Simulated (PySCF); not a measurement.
Method: PBE-D3(BJ)/def2-TZVP run with PySCF. All species are isolated molecules in the gas phase. Excitations are Tamm–Dancoff values on a coarser integration grid. The basis has no diffuse functions, so Rydberg states are missing or too high.

Reference species (SMILES): `[Cl][Al]([Cl])[Cl]` (neutral, multiplicity 1).

| Property | Value |
|---|---|
| HOMO–LUMO gap | 5.73 eV |
| T1 excitation (TDA) | 5.60 eV |

Changed species: `[NH2][Al]([Cl])[Cl]` (1 of 3 Cl replaced by NH2; the reference has 0 of 3 Cl replaced by NH2).

Question: Give the shifts of the HOMO–LUMO gap and T1 excitation (TDA).

Answer: the HOMO–LUMO gap drops by 0.69 eV, to 5.04 eV; the T1 excitation (TDA) drops by 0.80 eV, to 4.80 eV.
